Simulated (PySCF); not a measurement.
Potential energy curve for SMILES FCF (CH2F2), singlet. The C2–H5 bond (C2 also carries F, F, H; H5 carries nothing else) is stretched with both fragments frozen at the PBE0/def2-TZVP optimised geometry. Each curve is given relative to its own lowest point near equilibrium.

```
R / Å      A     B      C
-----  -----  ----  -----
0.87    33.0  28.0   34.1
0.92    18.0  14.2   18.7
0.99     5.8   3.5    6.1
1.03     2.1   0.8    2.3
1.05     1.0   0.2    1.1
1.09     0.0   0.0    0.0
1.14     0.5   1.6    0.5
1.15     0.8   2.1    0.8
1.21     3.8   6.1    3.7
1.25     6.6   9.5    6.5
1.36    16.4  20.8   16.6
1.48    29.1  34.8   29.4
1.64    46.6  54.0   48.9
1.79    62.5  67.1   72.7
1.96    78.9  75.4   87.2
2.21    99.9  81.4   96.9
2.43   115.4  83.8  100.5
2.68   130.0  85.2  102.3
2.98   144.0  85.9  103.3
3.28   154.9  86.2  103.6
3.78   167.7  86.4  103.9
```

Energies in kcal/mol.

Question: Assign the columns to these levels of theory: restricted M06-2X/cc-pVDZ run with PySCF; unrestricted Hartree-Fock/3-21G (PySCF); MP2 on UHF/cc-pVDZ, 3 core orbitals frozen (PySCF 2.14.0).

Answer: A is RKS-M06-2X; B is UHF/3-21G; C is UMP2.

At the longest distance RKS-M06-2X leaves fractional charges on the fragments, a sign of delocalisation error or of the restricted form. The restricted form behind RKS-M06-2X keeps the bonding electrons paired and can't separate into open-shell fragments. The unrestricted determinant behind UMP2, UHF/3-21G is spin-contaminated at 1.64 to 3.78 Å (<S²> up to 1.0, against 0.00 for a pure singlet).
